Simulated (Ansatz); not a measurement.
# C₃H₅ radical: small, medium and large basis sets

How large a basis does C₃H₅ radical need? Two functionals are run in growing sets.

The runs use Ansatz 0.2.0, Gaussian basis; one geometry, several basis sets.

Levels to be run: PBE0-D4/def2-SVP; ωB97M-V/def2-SVP; PBE0-D4/def2-QZVPP; ωB97M-V/def2-QZVPP; the functionals' def2-TZVPP values are taken from earlier runs.

## Step 1: The relaxed structure

The geometry comes from an earlier relaxation with PBE0-D4 in a triple-zeta def2 set; it is a stationary point, not always the lowest conformer.

SMILES `C=[C]C`, 8 atoms, charge 0, spin multiplicity 2.

Atoms are counted from 1 here; the program's logs count them from 0.

Bond lengths: C1–C2 1.305 Å, C1–H4 1.086 Å, C1–H5 1.094 Å, C2–C3 1.459 Å, C3–H6 1.100 Å, C3–H7 1.093 Å, C3–H8 1.094 Å. Angles: C2–C1–H4 122.4°, C2–C1–H5 121.3°, H4–C1–H5 116.3°, C1–C2–C3 140.5°, C2–C3–H6 111.0°, C2–C3–H7 111.2°, C2–C3–H8 111.2°, H6–C3–H7 108.0°, H6–C3–H8 108.0°, H7–C3–H8 107.4°.

## Step 2: PBE0-D4 in def2-SVP

in.yaml reads:

```yaml
crystal:
  periodic: [false, false, false]
  atoms:
    - {symbol: C, position_ang: [-0.944922, 0.679657, -0.871360]}
    - {symbol: C, position_ang: [-0.231687, -0.311641, -0.412399]}
    - {symbol: C, position_ang: [0.746592, -0.607448, 0.629244]}
    - {symbol: H, position_ang: [-1.620760, 0.568325, -1.714219]}
    - {symbol: H, position_ang: [-0.890786, 1.674939, -0.420637]}
    - {symbol: H, position_ang: [0.963593, 0.286994, 1.230951]}
    - {symbol: H, position_ang: [1.687744, -0.960755, 0.198969]}
    - {symbol: H, position_ang: [0.382328, -1.387273, 1.303752]}
basis:
  gaussian: {orbitals: def2-SVP}
magnetization: {spin_polarized: true, initial_magnetization: 1}
hamiltonian: {xc: pbe0, dispersion: d4}
output: {orbitals: {seedname: orbitals}}
```

Further steps of the session: ωB97M-V in def2-SVP; PBE0-D4 in def2-QZVPP; ωB97M-V in def2-QZVPP.

**Question.** What will the summary of the whole plan be? Wanted: PBE0-D4: double and triple zeta above quadruple; ωB97M-V: double and triple zeta above quadruple.

**Answer**, as computed:

| quantity | value |
| --- | --- |
| PBE0-D4: double and triple zeta above quadruple | 3.69, 0.18 eV |
| ωB97M-V: double and triple zeta above quadruple | 3.90, 0.18 eV |

**Reading.** PBE0-D4 gains 3.50 eV from double to triple zeta, then 0.18 eV more. Total energies overstate the basis error of differences, where much of it tends to cancel.
